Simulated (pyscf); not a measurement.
PySCF, gas phase, ωB97X-D3(BJ)/def2-SVP geometries.

**Question.** PBE/def2-TZVP puts the barrier of H₃C–SbH–CH₃ (SMILES [CH3][SbH][CH3]) + CH₄ (SMILES C) -> H₃C–Sb(CH₃)–CH₃ (SMILES [CH3][Sb]([CH3])[CH3]) + H₂ (SMILES [H][H]) (four-centre exchange; singlet surface; H–Sb, C–H broken, C–Sb, H–H formed) at 73.8 kcal/mol and the reaction energy at +11.8 kcal/mol, from the separated reactants. What do r²SCAN/def2-TZVP, M06-2X/def2-TZVP, ωB97M-D3(BJ)/def2-TZVP give on the same structures?

**Answer.** r²SCAN: ΔE‡ = 78.9 kcal/mol, ΔE = +11.1 kcal/mol; M06-2X: ΔE‡ = 84.1 kcal/mol, ΔE = +9.2 kcal/mol; ωB97M-D3(BJ): ΔE‡ = 86.2 kcal/mol, ΔE = +11.6 kcal/mol. PBE's barrier lies under all of them, by 5.0 to 12.4 kcal/mol. Its reaction energy matches one of them and lies within 2.6 kcal/mol of the others. Low barriers are usual for a GGA, whose delocalisation error favours stretched bonds. At the saddle there is also a short H–Sb contact that neither side keeps. From the product side, CH₃• + H₃C–Sb•–CH₃ + H₂ lies, by one bond made or cut, 12.4 kcal/mol under this saddle at ωB97M-D3(BJ)/def2-TZVP. The same reactants have a lower exit, to H₃C–Sb•–CH₃ + H• + CH₄ (no saddle counted: cutting one bond costs +69.6 kcal/mol at ωB97M-D3(BJ)/def2-TZVP, against +86.2 kcal/mol here). This is the saddle that the search found; another between the same sides may lie lower. Elements past Kr carry the def2 core potentials, without spin-orbit coupling.
